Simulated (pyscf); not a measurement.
H₃C–CH₂–GaH₂ (SMILES C[CH2][GaH2]) → H₃C–GaH–CH₃ (SMILES [CH3][GaH][CH3]), a concerted two-bond exchange (singlet surface; C–C, Ga–H broken, C–Ga, C–H formed). Optimised with ωB97X-D3(BJ)/def2-SVP in PySCF. MP2 and CC: frozen core, UHF for open shells. ΔMP2 is the change of the MP2 total energy from the triple- to the quadruple-zeta basis. Energies in kJ/mol from the reactant's lowest minimum found.

Small-basis levels: PySCF, no dispersion term, spherical d functions. GFN2-xTB: tblite. Cost: rough CPU time at the saddle relative to B3LYP/6-31G*+LANL2DZ, from one job on a shared machine.

```tsv
level	barrier	reaction energy	cost
MP2/6-31G*+LANL2DZ	376.8	-45.0	0.1
PBE/6-31G*+LANL2DZ	305.1	-46.6	1
B3LYP/STO-3G	84.8	-48.6	1
B3LYP/3-21G	285.7	-76.7	1
B3LYP/LANL2DZ	301.3	-65.5	0.8
M06-2X/6-31G*+LANL2DZ	338.2	-52.6	2
GFN2-xTB	306.2	+1.8	under 0.02
CCSD(T)/def2-TZVPP + ΔMP2(QZVPP)	322.2	-50.3	–
```

Against the last row the barrier runs from -237.4 (B3LYP/STO-3G) to +54.6 kJ/mol (MP2/6-31G*+LANL2DZ). CCSD(T)/def2-TZVPP + ΔMP2(QZVPP) has limits of its own. From the product side, CH₃• + [H₃C–GaH]• lies, by one bond made or cut, 49.4 kJ/mol under this saddle at ωB97M-D3(BJ)/def2-TZVP. The same reactants have a lower exit, to H₃C–CH₂–Ga [singlet] + H₂ (barrier +261.8 kJ/mol at ωB97M-D3(BJ)/def2-TZVP, against +334.1 kJ/mol here). One saddle was located; it need not be the lowest between these sides. The CCSD(T) − MP2 part came from Ansatz, without density fitting, on the same reference. The largest closed-shell T1 diagnostic is 0.033, which may signal static correlation. The frozen core leaves the outer d or s,p core shells of the metals and heavy elements correlated in the MP2 and CC values, and def2-TZVPP describes them poorly, which can shift differences by a few kcal/mol. In the def2 sets elements up to Kr have no core potential.
